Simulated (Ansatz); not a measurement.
**doublet [NH4]2+: levels of theory compared**

Wanted: a comparison of 6 runs (UHF/6-31G, U-r2SCAN0/3-21G, U-revPBE/3-21G, UPBE0/6-31G, RPA@PBE/3-21G, UCCSDT(Q)/6-31G) of doublet [NH4]2+. 

The results are computed with Ansatz 0.2.0.

2 further runs of the same task are left out: 1 that didn't finish, 1 set aside as unsound or not needed.

## (1) The structure to begin with

The species is [NH4]2+ (5 atoms), meant as a doublet with charge +2. SMILES of the parent species: `[NH4+]`. Geometry: relaxed at GFN2-xTB. That shape belongs to the parent species and isn't relaxed for this state.

Bond lengths: N1–H2 1.030 Å, N1–H3 1.029 Å, N1–H4 1.030 Å, N1–H5 1.030 Å. Angles: H2–N1–H3 109.5°, H2–N1–H4 109.4°, H2–N1–H5 109.5°, H3–N1–H4 109.5°, H3–N1–H5 109.4°, H4–N1–H5 109.5°.

## (2) A single-point energy at UHF/6-31G (run 1)

molecule.yaml

```yaml
crystal:
  periodic: [false, false, false]
  atoms:
    - symbol: N
      position_ang: [0.000080, 0.000050, -0.000010]
    - symbol: H
      position_ang: [0.455870, -0.450720, 0.805650]
    - symbol: H
      position_ang: [-0.977900, 0.217540, 0.236550]
    - symbol: H
      position_ang: [0.024080, -0.637350, -0.808220]
    - symbol: H
      position_ang: [0.497880, 0.870480, -0.233970]
basis:
  gaussian: {orbitals: 6-31G}
total_charge: 2
magnetization: {spin_polarized: true, initial_magnetization: 1}
hamiltonian: {xc: hf}
accuracy: high
```

The run is started by

```bash
$ ansatz run molecule.yaml --threads 1 --pin off --max-ram 2610MiB --events-out events.jsonl --progress --plain --runs-dir runs
```

The program printed:

```text
Warning: RAYON_NUM_THREADS=1 ignored (pool sized by the plan → 1); use --threads N
Functional definition: HF
  name "HF"
  exchange = exact_x
  correlation = 0
407 factors; integrals over basis functions are off by at most 3.1e-9 eV
mean field evaluation 1: about -1508.5423 eV, gradient 3.0e1 eV
mean field evaluation 2: about -1508.5425 eV, gradient 3.0e1 eV
mean field evaluation 4: about -1512.3043 eV, gradient 1.1e0 eV
mean field evaluation 8: about -1512.3176 eV, gradient 8.0e-2 eV
mean field evaluation 16: about -1512.3389 eV, gradient 2.4e-2 eV
mean field evaluation 32: about -1512.3178 eV, gradient 5.0e-2 eV
mean field evaluation 64: about -1512.3068 eV, gradient 1.8e-1 eV
mean field evaluation 96: about -1512.2829 eV, gradient 1.9e-1 eV
mean field evaluation 128: about -1512.3110 eV, gradient 6.7e-2 eV
mean field evaluation 160: about -1512.2992 eV, gradient 1.5e-1 eV
mean field evaluation 192: about -1512.2287 eV, gradient 2.7e-6 eV
mean field -1512.33885489 eV, -55.5774278171 hartree, gradient 2.2e-8 eV, S^2 0.753547; 3 other end points of the search recorded, 0 dependent functions left out
reference -1512.33885489 eV, -55.5774278171 hartree; 5, 4 occupied and 12, 13 virtual orbitals, 407 factors
Total energy: -1512.33885489 eV, -55.5774278171 hartree
```

Run time: 0.18 s. Hardware: 1 thread of Intel Xeon 6975P-C (Granite Rapids), shared host.

## (3) A single-point energy at U-r2SCAN0/3-21G (run 2)

job.yaml

```yaml
crystal:
  periodic: [false, false, false]
  atoms:
    - {symbol: "N", position_ang: [0.000080, 0.000050, -0.000010]}
    - {symbol: H, position_ang: [0.455870, -0.450720, 0.805650]}
    - {symbol: H, position_ang: [-0.977900, 0.217540, 0.236550]}
    - {symbol: H, position_ang: [0.024080, -0.637350, -0.808220]}
    - {symbol: H, position_ang: [0.497880, 0.870480, -0.233970]}
basis:
  gaussian:
    orbitals: 3-21G.json
total_charge: 2
magnetization:
  spin_polarized: true
  initial_magnetization: 1
hamiltonian:
  xc: {name: r2SCAN0}
accuracy: high
```

The basis set 3-21G is read from a file made from the Basis Set Exchange's data (not shown).

The run is started by

```bash
$ ansatz run job.yaml --threads 1 --pin off --max-ram 2610MiB --events-out events.jsonl --progress --plain --runs-dir runs
```

The program printed:

```text
Warning: RAYON_NUM_THREADS=1 ignored (pool sized by the plan → 1); use --threads N
Functional definition: r2SCAN0
  name "r2SCAN0"
  parameter a = 0.25
  parameter k0 = 0.174
  parameter k1 = 0.065
  parameter a1 = 4.9479
  exchange = (1 - a)*r2scan_x(k0 = k0, k1 = k1, a1 = a1) + a*exact_x
  correlation = r2scan_c
338 factors; integrals over basis functions are off by at most 1.8e-8 eV
mean field evaluation 1: about -1503.9169 eV, gradient 4.8e1 eV
mean field evaluation 2: about -1506.9915 eV, gradient 3.7e1 eV
mean field evaluation 4: about -1512.1952 eV, gradient 1.5e-1 eV
mean field evaluation 8: about -1512.1809 eV, gradient 7.7e-2 eV
mean field evaluation 16: about -1512.2087 eV, gradient 1.4e-3 eV
mean field evaluation 32: about -1512.1700 eV, gradient 3.6e-2 eV
mean field -1512.20872880 eV, -55.5726457715 hartree, gradient 5.1e-8 eV, S^2 0.750648; 4 other end points of the search recorded, 0 dependent functions left out
reference -1512.20872918 eV, -55.5726457853 hartree; 5, 4 occupied and 12, 13 virtual orbitals, 338 factors
Total energy: -1512.20872918 eV, -55.5726457853 hartree
```

Wall time 2.8 s (1 thread of Intel Xeon 6975P-C (Granite Rapids), shared host); peak memory 0.17 GiB.

## (4) A single-point energy at U-revPBE/3-21G (run 3)

input.yaml

```yaml
crystal:
  periodic: [false, false, false]
  atoms:
    - {symbol: N, position_ang: [0.000080, 0.000050, -0.000010]}
    - {symbol: H, position_ang: [0.455870, -0.450720, 0.805650]}
    - {symbol: H, position_ang: [-0.977900, 0.217540, 0.236550]}
    - {symbol: H, position_ang: [0.024080, -0.637350, -0.808220]}
    - {symbol: H, position_ang: [0.497880, 0.870480, -0.233970]}
basis:
  gaussian:
    orbitals: 3-21G.json
total_charge: 2
magnetization:
  spin_polarized: true
  initial_magnetization: 1
hamiltonian:
  xc: {name: revPBE}
accuracy: high
```

The basis set 3-21G is read from a file made from the Basis Set Exchange's data (not shown).

The run is started by

```bash
$ ansatz run input.yaml --threads 1 --pin off --max-ram 2610MiB --events-out events.jsonl --progress --plain --runs-dir runs
```

The program printed:

```text
Warning: RAYON_NUM_THREADS=1 ignored (pool sized by the plan → 1); use --threads N
Functional definition: revPBE
  name "revPBE"
  parameter kappa = 1.245
  parameter beta = 0.06672455060314922
  exchange = pbe_x(kappa = kappa, mu = beta*pi^2/3)
  correlation = pbe_c(beta = beta)
338 factors; integrals over basis functions are off by at most 1.8e-8 eV
mean field evaluation 1: about -1499.8386 eV, gradient 6.0e1 eV
mean field evaluation 2: about -1496.0574 eV, gradient 6.2e1 eV
mean field evaluation 4: about -1512.9514 eV, gradient 1.4e0 eV
mean field evaluation 8: about -1512.9441 eV, gradient 7.0e-2 eV
mean field evaluation 16: about -1512.9441 eV, gradient 3.4e-5 eV
mean field evaluation 32: about -1512.9026 eV, gradient 1.5e0 eV
mean field -1512.94414129 eV, -55.5996716821 hartree, gradient 3.1e-8 eV, S^2 0.750285; 6 other end points of the search recorded, 0 dependent functions left out
reference -1512.94414285 eV, -55.5996717395 hartree; 5, 4 occupied and 12, 13 virtual orbitals, 338 factors
Total energy: -1512.94414285 eV, -55.5996717395 hartree
```

Wall time 1.4 s (1 thread of Intel Xeon 6975P-C (Granite Rapids), shared host); peak memory 0.12 GiB.

Runs 4 to 5 aren't shown in full; the table further down has their settings and results.

## (5) A single-point energy at UCCSDT(Q)/6-31G (run 6)

run.yaml

```yaml
crystal:
  periodic: [false, false, false]
  atoms:
    - {symbol: N, position_ang: [0.000080, 0.000050, -0.000010]}
    - {symbol: H, position_ang: [0.455870, -0.450720, 0.805650]}
    - {symbol: H, position_ang: [-0.977900, 0.217540, 0.236550]}
    - {symbol: H, position_ang: [0.024080, -0.637350, -0.808220]}
    - {symbol: H, position_ang: [0.497880, 0.870480, -0.233970]}
basis:
  gaussian:
    orbitals: 6-31G
accuracy: high
magnetization:
  spin_polarized: true
  initial_magnetization: 1
correlation:
  method: ccsdt_q
  frozen_orbitals: {H: 0, "N": 1}
total_charge: 2
scf:
  omitted_lower_state_checks: [cluster_reference, increment]
```

The run is started by

```bash
$ ansatz run run.yaml --threads 1 --pin off --max-ram 2610MiB --events-out events.jsonl --progress --plain --runs-dir runs
```

The program printed:

```text
Warning: RAYON_NUM_THREADS=1 ignored (pool sized by the plan → 1); use --threads N
[... 14 lines left out ...]
1 core orbitals not correlated: weight in the atoms' cores, before any rotation towards them, 1.000 or more for the frozen orbitals, at most 0.000 for the correlated occupied ones
[... 174 lines left out ...]
Total energy: -1515.11712370 eV, -55.6795273128 hartree
Checks for a lower state left out: cluster_reference, increment
```

Wall time 1.9 s (1 thread of Intel Xeon 6975P-C (Granite Rapids), shared host).

## (6) All runs side by side

```
run            level  frozen core orbitals  energy (Eh)   ⟨S²⟩  wall time
  1        UHF/6-31G                     –   -55.577428  0.754     0.18 s
  2  U-r2SCAN0/3-21G                     –   -55.572646  0.751      2.8 s
  3   U-revPBE/3-21G                     –   -55.599672  0.750      1.4 s
  4      UPBE0/6-31G                     –   -55.839486  0.750     0.93 s
  5    RPA@PBE/3-21G                     1   -55.473850  0.750      1.9 s
  6  UCCSDT(Q)/6-31G                     1   -55.679527  0.754      1.9 s
```

## (7) Outcome

| quantity | value |
| --- | --- |
| run 6: total energy | -55.67953 Eh |
| run 6: correlation energy (1 core orbital frozen) | -102.1 mEh |
| run 6: ⟨S²⟩ of the reference determinant | 0.754 |
| run 6: T1 diagnostic | 0.209 |

What this shows: Totals of different functionals can't be ranked against each other. All runs together took 9.1 s, the longest 2.8 s.
